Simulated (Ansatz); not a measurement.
## Rock-salt HfN, bulk modulus B0

Reference value: 260 GPa (measured, room temperature, not corrected to a static lattice, sources range from 260 to 306; as tabulated in Synthesis of Binary Transition Metal Nitrides, Carbides and Borides from the …).

What do LDA, PBE, PBE+SOC, PBEsol, PBEsol+SOC, r²SCAN, r²SCAN+SOC, HSE06, PBE0 give, and how far is each from the reference?


```tsv
level (code)	value (GPa)	cell (Å³/atom)	difference (%)
LDA (Ansatz)	302	11.15	+16.2
PBE (Ansatz)	263	11.76	+1.2
PBE+SOC (Ansatz)	263	11.74	+1.2
PBEsol (Ansatz)	284	11.40	+9.2
PBEsol+SOC (Ansatz)	284	11.38	+9.2
r²SCAN (Ansatz)	282	11.58	+8.5
r²SCAN+SOC (Ansatz)	282	11.57	+8.5
HSE06 (Ansatz)	285	11.55	+9.6
PBE0 (Ansatz)	280	11.55	+7.7
```

The reference is not for a static lattice or low temperature, so close values are not ranked against it.

The reference has no zero-point or thermal correction, while the calculations are for a static lattice, so the differences are not the levels' errors alone. A static lattice is as a rule stiffer than a warm one, by over a tenth in soft solids.  Density-functional levels without +SOC have no spin–orbit coupling. Each level is taken at its own relaxed cell. Cutoffs and k meshes differ between the levels. Ansatz's density-functional and Hartree–Fock values are scalar-relativistic unless marked +SOC, with PAW data made under PBE.

Differences are worked out from the printed values.

Ansatz is a first-principles code.
